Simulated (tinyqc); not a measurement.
Inside a calculation. Method: MP2 on RHF in the sto-3g basis, frozen core, for H2O, spin multiplicity 1. Computed by tinyqc, a small Python program that keeps every step (integrals from PySCF). Settings: charge = 0, multiplicity = 1, basis = sto-3g, method = RHF, frozen orbitals = 1, energy threshold = 1e-10, iteration cap = 76, orthogonalisation = symmetric, start = Wolfsberg-Helmholz matrix, DIIS depth = 6. Command: `OMP_NUM_THREADS=1 python tinyqc.py 26367 26368 out.jsonl` (the two numbers bound the seeds that draw the settings). One thread of a shared host (Intel(R) Xeon(R) Processor @ 2.60GHz), about 0.2 s of CPU time with the checks. The early iterations of the SCF are left out here.

## One-electron integrals

Geometry (angstrom):

| atom | x | y | z |
|---|---|---|---|
| O | 0.000000 | 0.000000 | 0.000000 |
| H | 0.000000 | 0.909000 | 0.743000 |
| H | 0.000000 | -0.909000 | 0.743000 |

Basis sto-3g: exponents (1/bohr^2) and contraction coefficients of normalised primitives:

| element | l (shell) | exponent | coefficient |
|---|---|---|---|
| O | s (1) | 130.709320 | 0.154329 |
| O | s (1) | 23.808861 | 0.535328 |
| O | s (1) | 6.443608 | 0.444635 |
| O | s (2) | 5.033151 | -0.099967 |
| O | s (2) | 1.169596 | 0.399513 |
| O | s (2) | 0.380389 | 0.700115 |
| O | p (3) | 5.033151 | 0.155916 |
| O | p (3) | 1.169596 | 0.607684 |
| O | p (3) | 0.380389 | 0.391957 |
| H | s (1) | 3.425251 | 0.154329 |
| H | s (1) | 0.623914 | 0.535328 |
| H | s (1) | 0.168855 | 0.444635 |

Overlap, kinetic and nuclear-attraction integrals over the contracted functions; the nuclear repulsion is the sum of Za Zb / Rab.

nuclear repulsion = 7.50289047 hartree

overlap S:
```
           1O 1s     1O 2s    1O 2px     1O 2py    1O 2pz     2H 1s      3H 1s
1O 1s   1.000000  0.236704  0.000000   0.000000  0.000000  0.032228   0.032228
1O 2s   0.236704  1.000000  0.000000   0.000000  0.000000  0.344523   0.344523
1O 2px  0.000000  0.000000  1.000000   0.000000  0.000000  0.000000   0.000000
1O 2py  0.000000  0.000000  0.000000   1.000000  0.000000  0.241752  -0.241752
1O 2pz  0.000000  0.000000  0.000000   0.000000  1.000000  0.197603   0.197603
2H 1s   0.032228  0.344523  0.000000   0.241752  0.197603  1.000000   0.159553
3H 1s   0.032228  0.344523  0.000000  -0.241752  0.197603  0.159553   1.000000
```

kinetic energy T (hartree):
```
            1O 1s      1O 2s    1O 2px     1O 2py    1O 2pz      2H 1s      3H 1s
1O 1s   29.003200  -0.168011  0.000000   0.000000  0.000000  -0.008919  -0.008919
1O 2s   -0.168011   0.808128  0.000000   0.000000  0.000000   0.047922   0.047922
1O 2px   0.000000   0.000000  2.528731   0.000000  0.000000   0.000000   0.000000
1O 2py   0.000000   0.000000  0.000000   2.528731  0.000000   0.113027  -0.113027
1O 2pz   0.000000   0.000000  0.000000   0.000000  2.528731   0.092386   0.092386
2H 1s   -0.008919   0.047922  0.000000   0.113027  0.092386   0.760032  -0.006678
3H 1s   -0.008919   0.047922  0.000000  -0.113027  0.092386  -0.006678   0.760032
```

nuclear attraction V (hartree):
```
             1O 1s      1O 2s     1O 2px     1O 2py     1O 2pz      2H 1s      3H 1s
1O 1s   -61.519932  -7.396463   0.000000   0.000000  -0.013061  -1.030062  -1.030062
1O 2s    -7.396463  -9.950615   0.000000   0.000000  -0.161451  -2.587805  -2.587805
1O 2px    0.000000   0.000000  -9.826733   0.000000   0.000000   0.000000   0.000000
1O 2py    0.000000   0.000000   0.000000  -9.918047   0.000000  -1.589206   1.589206
1O 2pz   -0.013061  -0.161451   0.000000   0.000000  -9.887741  -1.339644  -1.339644
2H 1s    -1.030062  -2.587805   0.000000  -1.589206  -1.339644  -5.067562  -0.892649
3H 1s    -1.030062  -2.587805   0.000000   1.589206  -1.339644  -0.892649  -5.067562
```

core Hamiltonian H = T + V (hartree):
```
             1O 1s      1O 2s     1O 2px     1O 2py     1O 2pz      2H 1s      3H 1s
1O 1s   -32.516732  -7.564473   0.000000   0.000000  -0.013061  -1.038981  -1.038981
1O 2s    -7.564473  -9.142487   0.000000   0.000000  -0.161451  -2.539883  -2.539883
1O 2px    0.000000   0.000000  -7.298002   0.000000   0.000000   0.000000   0.000000
1O 2py    0.000000   0.000000   0.000000  -7.389316   0.000000  -1.476179   1.476179
1O 2pz   -0.013061  -0.161451   0.000000   0.000000  -7.359010  -1.247259  -1.247259
2H 1s    -1.038981  -2.539883   0.000000  -1.476179  -1.247259  -4.307530  -0.899326
3H 1s    -1.038981  -2.539883   0.000000   1.476179  -1.247259  -0.899326  -4.307530
```

## Two-electron integrals

Functions are numbered as in S; the eight-fold symmetry (ij|kl) = (ji|kl) = (kl|ij) leaves the list below.

Two-electron integrals (ij|kl) in chemists' order, unique and non-zero (hartree):
```
(11|11) 4.785065    (21|11) 0.741380    (21|21) 0.136873    (22|11) 1.118947
(22|21) 0.256633    (22|22) 0.817206    (31|31) 0.024477    (32|31) 0.037809
(32|32) 0.180518    (33|11) 1.115814    (33|21) 0.256684    (33|22) 0.817023
(33|33) 0.880159    (41|41) 0.024477    (42|41) 0.037809    (42|42) 0.180518
(43|43) 0.047444    (44|11) 1.115814    (44|21) 0.256684    (44|22) 0.817023
(44|33) 0.785270    (44|44) 0.880159    (51|51) 0.024477    (52|51) 0.037809
(52|52) 0.180518    (53|53) 0.047444    (54|54) 0.047444    (55|11) 1.115814
(55|21) 0.256684    (55|22) 0.817023    (55|33) 0.785270    (55|44) 0.785270
(55|55) 0.880159    (61|11) 0.102075    (61|21) 0.018705    (61|22) 0.034913
(61|33) 0.034845    (61|41) 0.000656    (61|42) 0.001240    (61|44) 0.034970
(61|51) 0.000536    (61|52) 0.001013    (61|54) 0.000103    (61|55) 0.034929
(61|61) 0.002588    (62|11) 0.273444    (62|21) 0.063612    (62|22) 0.227402
(62|33) 0.223362    (62|41) 0.003695    (62|42) 0.029437    (62|44) 0.230492
(62|51) 0.003020    (62|52) 0.024062    (62|54) 0.005828    (62|55) 0.228126
(62|61) 0.008880    (62|62) 0.081474    (63|31) 0.006343    (63|32) 0.038049
(63|43) 0.005953    (63|53) 0.004866    (63|63) 0.011026    (64|11) 0.160777
(64|21) 0.037856    (64|22) 0.144495    (64|33) 0.138100    (64|41) 0.008253
(64|42) 0.055546    (64|44) 0.154270    (64|51) 0.001562    (64|52) 0.014301
(64|54) 0.008351    (64|55) 0.140949    (64|61) 0.005493    (64|62) 0.062955
(64|64) 0.059126    (65|11) 0.131416    (65|21) 0.030943    (65|22) 0.118108
(65|33) 0.112881    (65|41) 0.001562    (65|42) 0.014301    (65|44) 0.116366
(65|51) 0.007619    (65|52) 0.049739    (65|54) 0.008802    (65|55) 0.124941
(65|61) 0.004490    (65|62) 0.051458    (65|64) 0.039316    (65|65) 0.043162
(66|11) 0.443507    (66|21) 0.104818    (66|22) 0.431714    (66|33) 0.415245
(66|41) 0.007207    (66|42) 0.081032    (66|44) 0.444550    (66|51) 0.005891
(66|52) 0.066234    (66|54) 0.023953    (66|55) 0.434824    (66|61) 0.014723
(66|62) 0.203635    (66|64) 0.179628    (66|65) 0.146825    (66|66) 0.774606
(71|11) 0.102075    (71|21) 0.018705    (71|22) 0.034913    (71|33) 0.034845
(71|41) -0.000656   (71|42) -0.001240   (71|44) 0.034970    (71|51) 0.000536
(71|52) 0.001013    (71|54) -0.000103   (71|55) 0.034929    (71|61) 0.002551
(71|62) 0.008611    (71|64) 0.004914    (71|65) 0.004359    (71|66) 0.014176
(71|71) 0.002588    (72|11) 0.273444    (72|21) 0.063612    (72|22) 0.227402
(72|33) 0.223362    (72|41) -0.003695   (72|42) -0.029437   (72|44) 0.230492
(72|51) 0.003020    (72|52) 0.024062    (72|54) -0.005828   (72|55) 0.228126
(72|61) 0.008611    (72|62) 0.064633    (72|64) 0.034808    (72|65) 0.039658
(72|66) 0.129939    (72|71) 0.008880    (72|72) 0.081474    (73|31) 0.006343
(73|32) 0.038049    (73|43) -0.005953   (73|53) 0.004866    (73|63) 0.008422
(73|73) 0.011026    (74|11) -0.160777   (74|21) -0.037856   (74|22) -0.144495
(74|33) -0.138100   (74|41) 0.008253    (74|42) 0.055546    (74|44) -0.154270
(74|51) -0.001562   (74|52) -0.014301   (74|54) 0.008351    (74|55) -0.140949
(74|61) -0.004914   (74|62) -0.034808   (74|64) -0.010783   (74|65) -0.020961
(74|66) -0.064356   (74|71) -0.005493   (74|72) -0.062955   (74|74) 0.059126
(75|11) 0.131416    (75|21) 0.030943    (75|22) 0.118108    (75|33) 0.112881
(75|41) -0.001562   (75|42) -0.014301   (75|44) 0.116366    (75|51) 0.007619
(75|52) 0.049739    (75|54) -0.008802   (75|55) 0.124941    (75|61) 0.004359
(75|62) 0.039658    (75|64) 0.020961    (75|65) 0.032402    (75|66) 0.086777
(75|71) 0.004490    (75|72) 0.051458    (75|74) -0.039316   (75|75) 0.043162
(76|11) 0.088137    (76|21) 0.020714    (76|22) 0.081078    (76|33) 0.079090
(76|44) 0.080613    (76|51) 0.001493    (76|52) 0.014488    (76|55) 0.083439
(76|61) 0.002863    (76|62) 0.029287    (76|64) 0.019737    (76|65) 0.020822
(76|66) 0.078403    (76|71) 0.002863    (76|72) 0.029287    (76|74) -0.019737
(76|75) 0.020822    (76|76) 0.013546    (77|11) 0.443507    (77|21) 0.104818
(77|22) 0.431714    (77|33) 0.415245    (77|41) -0.007207   (77|42) -0.081032
(77|44) 0.444550    (77|51) 0.005891    (77|52) 0.066234    (77|54) -0.023953
(77|55) 0.434824    (77|61) 0.014176    (77|62) 0.129939    (77|64) 0.064356
(77|65) 0.086777    (77|66) 0.289165    (77|71) 0.014723    (77|72) 0.203635
(77|74) -0.179628   (77|75) 0.146825    (77|76) 0.078403    (77|77) 0.774606
```

## Orthogonalisation

S = U s U^T; symmetric (Loewdin) form X = U s^(-1/2) U^T, so that X^T S X = 1.

eigenvalues of S: 0.479101  0.569151  0.884539  1.000000  1.105350  1.271296  1.690563

X:
```
            1O 1s      1O 2s    1O 2px     1O 2py     1O 2pz      2H 1s      3H 1s
1O 1s    1.023350  -0.134078  0.000000   0.000000  -0.006350   0.017332   0.017332
1O 2s   -0.134078   1.126055  0.000000   0.000000   0.058313  -0.191878  -0.191878
1O 2px   0.000000   0.000000  1.000000   0.000000   0.000000   0.000000   0.000000
1O 2py   0.000000   0.000000  0.000000   1.056377   0.000000  -0.151017   0.151017
1O 2pz  -0.006350   0.058313  0.000000   0.000000   1.032655  -0.107871  -0.107871
2H 1s    0.017332  -0.191878  0.000000  -0.151017  -0.107871   1.101118  -0.054929
3H 1s    0.017332  -0.191878  0.000000   0.151017  -0.107871  -0.054929   1.101118
```

## Iteration 8 (converged): orbitals

converged F (hartree):
```
             1O 1s      1O 2s     1O 2px     1O 2py     1O 2pz      2H 1s      3H 1s
1O 1s   -20.269008  -5.165346   0.000000   0.000000  -0.023535  -0.717380  -0.717380
1O 2s    -5.165346  -2.401104   0.000000   0.000000  -0.055500  -0.705261  -0.705261
1O 2px    0.000000   0.000000  -0.390150   0.000000   0.000000   0.000000   0.000000
1O 2py    0.000000   0.000000   0.000000  -0.203481   0.000000  -0.333109   0.333109
1O 2pz   -0.023535  -0.055500   0.000000   0.000000  -0.244873  -0.309797  -0.309797
2H 1s    -0.717380  -0.705261   0.000000  -0.333109  -0.309797  -0.357565  -0.207888
3H 1s    -0.717380  -0.705261   0.000000   0.333109  -0.309797  -0.207888  -0.357565
```

Diagonalise F' = X^T F X, C = X C', fill 5 alpha and 5 beta electrons from the bottom; D = 2 C_occ C_occ^T. Each column has its largest component positive (the first on a tie).

F' = X^T F X (hartree):
```
            1          2          3          4          5          6          7
1  -19.896660  -2.678420   0.000000   0.000000  -0.050391  -0.065350  -0.065350
2   -2.678420  -1.349073   0.000000   0.000000   0.094071  -0.354855  -0.354855
3    0.000000   0.000000  -0.390150   0.000000   0.000000   0.000000   0.000000
4    0.000000   0.000000   0.000000  -0.021333   0.000000  -0.363401   0.363401
5   -0.050391   0.094071   0.000000   0.000000  -0.132001  -0.287090  -0.287090
6   -0.065350  -0.354855   0.000000  -0.363401  -0.287090  -0.035932  -0.059236
7   -0.065350  -0.354855   0.000000   0.363401  -0.287090  -0.059236  -0.035932
```

orbital energies (hartree): MO1 -20.277077, MO2 -1.190434, MO3 -0.513426, MO4 -0.431452, MO5 -0.390150, MO6 0.426061, MO7 0.515397

coefficients C:
```
              MO1        MO2        MO3        MO4       MO5        MO6        MO7
1O 1s    0.994565  -0.242613   0.000000   0.088107  0.000000  -0.100397   0.000000
1O 2s    0.023172   0.910282   0.000000  -0.446813  0.000000   0.578117   0.000000
1O 2px   0.000000   0.000000   0.000000   0.000000  1.000000   0.000000   0.000000
1O 2py   0.000000   0.000000   0.615299   0.000000  0.000000   0.000000   0.884846
1O 2pz   0.002713   0.068489   0.000000   0.728995  0.000000   0.746296   0.000000
2H 1s   -0.004011   0.133780   0.456268   0.353476  0.000000  -0.673165  -0.694873
3H 1s   -0.004011   0.133780  -0.456268   0.353476  0.000000  -0.673165   0.694873
```

D after iteration 8:
```
            1O 1s      1O 2s    1O 2px     1O 2py     1O 2pz      2H 1s      3H 1s
1O 1s    2.111566  -0.474336  0.000000   0.000000   0.100623  -0.010604  -0.010604
1O 2s   -0.474336   2.057586  0.000000   0.000000  -0.526634  -0.072506  -0.072506
1O 2px   0.000000   0.000000  2.000000   0.000000   0.000000   0.000000   0.000000
1O 2py   0.000000   0.000000  0.000000   0.757186   0.000000   0.561482  -0.561482
1O 2pz   0.100623  -0.526634  0.000000   0.000000   1.072263   0.533667   0.533667
2H 1s   -0.010604  -0.072506  0.000000   0.561482   0.533667   0.702077  -0.130643
3H 1s   -0.010604  -0.072506  0.000000  -0.561482   0.533667  -0.130643   0.702077
```

## Convergence

Stop when the energy changes by less than 1e-10 hartree and every element of the error matrix X^T (F D S - S D F) X is below 3e-06.

Course of the cycle:

| iteration | E (hartree) | change | largest element of the error matrix |
|---|---|---|---|
| 1 | -74.38290456 | - | 4.95e-01 |
| 2 | -74.88712508 | -5.04e-01 | 1.28e-01 |
| 3 | -74.90830049 | -2.12e-02 | 3.71e-02 |
| 4 | -74.91032082 | -2.02e-03 | 6.90e-03 |
| 5 | -74.91042273 | -1.02e-04 | 2.09e-03 |
| 6 | -74.91044171 | -1.90e-05 | 4.63e-05 |
| 7 | -74.91044172 | -4.49e-09 | 3.71e-07 |
| 8 | -74.91044172 | -2.98e-13 | 2.90e-09 |

PySCF RHF in the same basis = -74.91044172 hartree

Converged in 8 iterations.

## Integrals over molecular orbitals

(pq|rs) = sum C_ip C_jq C_kr C_ls (ij|kl), one index at a time.

one-electron integrals over orbitals h = C^T H C (hartree):
```
            1          2          3          4          5          6          7
1  -32.500529   0.574171   0.000000  -0.196028   0.000000   0.230241   0.000000
2    0.574171  -7.537011   0.000000   0.546236   0.000000  -1.128548   0.000000
3    0.000000   0.000000  -5.874280   0.000000   0.000000   0.000000  -1.791599
4   -0.196028   0.546236   0.000000  -6.400971   0.000000  -1.418093   0.000000
5    0.000000   0.000000   0.000000   0.000000  -7.298002   0.000000   0.000000
6    0.230241  -1.128548   0.000000  -1.418093   0.000000  -5.280964   0.000000
7    0.000000   0.000000  -1.791599   0.000000   0.000000   0.000000  -5.446224
```

Two-electron integrals over orbitals (pq|rs), unique and non-zero (hartree); the lowest 1 orbital is frozen and left out:
```
(22|22) 0.726944    (32|32) 0.124508    (33|22) 0.605044    (33|33) 0.579135
(42|22) -0.033682   (42|33) 0.002866    (42|42) 0.129568    (43|32) 0.029075
(43|43) 0.059832    (44|22) 0.650910    (44|33) 0.553064    (44|42) -0.085816
(44|44) 0.668618    (52|52) 0.153129    (53|53) 0.025731    (54|52) -0.042423
(54|54) 0.045093    (55|22) 0.759092    (55|33) 0.592341    (55|42) -0.082420
(55|44) 0.671993    (55|55) 0.880159    (62|22) 0.124741    (62|33) 0.062895
(62|42) 0.038021    (62|44) 0.052975    (62|55) 0.132165    (62|62) 0.092451
(63|32) -0.033906   (63|43) -0.040862   (63|63) 0.074815    (64|22) 0.141709
(64|33) 0.051657    (64|42) -0.055474   (64|44) 0.132731    (64|55) 0.163458
(64|62) 0.057034    (64|64) 0.110754    (65|52) 0.047437    (65|54) 0.008361
(65|65) 0.032947    (66|22) 0.587699    (66|33) 0.540071    (66|42) 0.042190
(66|44) 0.541484    (66|55) 0.574777    (66|62) 0.089674    (66|64) 0.058132
(66|66) 0.574549    (72|32) 0.059294    (72|43) -0.028668   (72|63) 0.027545
(72|72) 0.070230    (73|22) 0.174470    (73|33) 0.088774    (73|42) -0.077831
(73|44) 0.133387    (73|55) 0.207800    (73|62) 0.063500    (73|64) 0.111153
(73|66) 0.047919    (73|73) 0.164124    (74|32) -0.069908   (74|43) -0.020258
(74|63) 0.058097    (74|72) -0.016746   (74|74) 0.072604    (75|53) 0.023896
(75|75) 0.025021    (76|32) 0.079243    (76|43) 0.067176    (76|63) -0.065436
(76|72) -0.002856   (76|74) -0.061682   (76|76) 0.110140    (77|22) 0.600532
(77|33) 0.570487    (77|42) -0.018332   (77|44) 0.564149    (77|55) 0.599806
(77|62) 0.057005    (77|64) 0.054090    (77|66) 0.542079    (77|73) 0.094413
(77|77) 0.583893
```

## Second-order Moller-Plesset energy

Hartree-Fock energy = -74.91044172 hartree

E2 = sum_ijab (ia|jb) [2 (ia|jb) - (ib|ja)] / (e_i + e_j - e_a - e_b) over occupied i, j and virtual a, b; the opposite-spin part is (ia|jb)^2 / denominator, the rest is same-spin, and SCS-MP2 scales them by 6/5 and 1/3.

Terms:

| i | j | a | b | (ia\|jb) | (ib\|ja) | denominator | term |
|---|---|---|---|---|---|---|---|
| 3 | 3 | 7 | 7 | 0.164124 | 0.164124 | -2.057645 | -0.013091 |
| 4 | 3 | 6 | 7 | 0.111153 | 0.058097 | -1.886336 | -0.009676 |
| 3 | 4 | 7 | 6 | 0.111153 | 0.058097 | -1.886336 | -0.009676 |
| 4 | 4 | 6 | 6 | 0.110754 | 0.110754 | -1.715027 | -0.007152 |
| 3 | 3 | 6 | 6 | 0.074815 | 0.074815 | -1.878974 | -0.002979 |
| 4 | 4 | 7 | 7 | 0.072604 | 0.072604 | -1.893698 | -0.002784 |
| 2 | 2 | 6 | 6 | 0.092451 | 0.092451 | -3.232991 | -0.002644 |
| 2 | 3 | 6 | 7 | 0.063500 | 0.027545 | -2.645318 | -0.002387 |
| 3 | 2 | 7 | 6 | 0.063500 | 0.027545 | -2.645318 | -0.002387 |
| 2 | 2 | 7 | 7 | 0.070230 | 0.070230 | -3.411661 | -0.001446 |
| 2 | 4 | 6 | 6 | 0.057034 | 0.057034 | -2.474009 | -0.001315 |
| 4 | 2 | 6 | 6 | 0.057034 | 0.057034 | -2.474009 | -0.001315 |
| 5 | 5 | 6 | 6 | 0.032947 | 0.032947 | -1.632422 | -0.000665 |
| 5 | 5 | 7 | 7 | 0.025021 | 0.025021 | -1.811093 | -0.000346 |
| 3 | 4 | 6 | 7 | 0.058097 | 0.111153 | -1.886336 | -0.000155 |
| 4 | 3 | 7 | 6 | 0.058097 | 0.111153 | -1.886336 | -0.000155 |
| 4 | 2 | 7 | 7 | -0.016746 | -0.016746 | -2.652680 | -0.000106 |
| 2 | 4 | 7 | 7 | -0.016746 | -0.016746 | -2.652680 | -0.000106 |
| 2 | 3 | 7 | 6 | 0.027545 | 0.063500 | -2.645318 | 0.000088 |
| 3 | 2 | 6 | 7 | 0.027545 | 0.063500 | -2.645318 | 0.000088 |

Pair energies (hartree; pair i-j sums ij and ji):

| pair | opposite spin | same spin |
|---|---|---|
| 2-2 | -0.004089 | 0.000000 |
| 3-2 | -0.003622 | -0.000977 |
| 3-3 | -0.016070 | 0.000000 |
| 4-2 | -0.002841 | 0.000000 |
| 4-3 | -0.016678 | -0.002984 |
| 4-4 | -0.009936 | 0.000000 |
| 5-5 | -0.001011 | 0.000000 |

MP2 correlation energy = -0.05820936 hartree

SCS-MP2 correlation energy = -0.06641758 hartree

MP2 total energy = -74.96865107 hartree
